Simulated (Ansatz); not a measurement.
Geometry optimisation, Ansatz 0.2.0, RKS PBE0/def2-SVP.

Input file:

```yaml
crystal:
  periodic: [false, false, false]
  atoms:
    - { symbol: Si, position_ang: [0.0, 0.0, 0.0] }
    - { symbol: "N", position_ang: [0.0, 0.0, 2.17] }
    - { symbol: H, position_ang: [-0.877, -0.2713, 2.7] }
    - { symbol: H, position_ang: [0.877, 0.2713, 2.7] }
    - { symbol: H, position_ang: [1.3768, 0.0, -0.4862] }
    - { symbol: H, position_ang: [-0.6877, 1.1914, -0.4862] }
    - { symbol: H, position_ang: [-0.6877, -1.1914, -0.4862] }
    - { symbol: H, position_ang: [0.9186, -1.3949, 0.555] }
    - { symbol: H, position_ang: [0.7292, -1.1073, 1.5131] }
basis:
  gaussian: { orbitals: def2-SVP }
hamiltonian:
  xc: pbe0
relax:
  f_tol: 0.15
  max_steps: 25
  restrain:
    - { distance: [0, 7], at: 1.46, k: 30.0 }
    - { distance: [8, 1], at: 1.06, k: 30.0 }
    - { distance: [0, 1], at: 3.02, k: 30.0 }
    - { distance: [8, 7], at: 1.86, k: 30.0 }
```

Command:

```bash
$ ansatz run input.yaml --threads 1 --pin off --max-ram 2048MiB --backend cpu --events-out ev --progress --plain --runs-dir out
```

**Question.** Where does it end, and by what steps?

**Answer.** It converged. The restraints hold the end off the free minimum; the threshold counts their pulls, which the force column leaves out. Restrained pairs: Si1–H8 (1.76 → 1.47 Å), N2–H9 (1.48 → 1.04 Å), Si1–N2 (2.17 → 3.02 Å), H8–H9 (1.02 → 1.87 Å). After 16 steps the energy has fallen by 3.048 eV (the restraints' own energy left out); H5 moved furthest, 1.43 Å.

```csv
step,energy less start (eV),largest force component (eV/Å),accepted
0,0.0000,2.791,yes
1,0.6988,4.114,yes
2,0.4363,3.776,yes
3,-0.4492,2.220,yes
4,-1.4327,1.553,yes
5,-2.1100,2.162,yes
6,-2.6135,1.469,yes
7,-2.8247,1.181,yes
8,-2.8726,0.641,yes
9,-2.9079,0.886,yes
10,-2.9456,1.222,yes
11,-3.0212,0.613,yes
12,-3.0015,0.838,no
13,-3.0317,0.649,yes
14,-3.0432,0.680,yes
15,-3.0420,0.880,no
16,-3.0485,0.642,yes
```

```xyz
9
Properties=species:S:1:pos:R:3
Si 0.397 -0.252 -0.489
N -0.269 -0.232 2.457
H -0.802 -0.746 3.162
H 0.136 0.576 2.934
H 1.047 -0.344 -1.838
H 0.249 1.192 -0.150
H -0.925 -0.936 -0.562
H 1.281 -0.928 0.478
H 0.535 -0.830 2.188
```

Time of the run: 21 s on 1 thread of AMD EPYC 7R43 64-Core Processor (Zen 3) (shared host), peak memory 0.13 GiB.
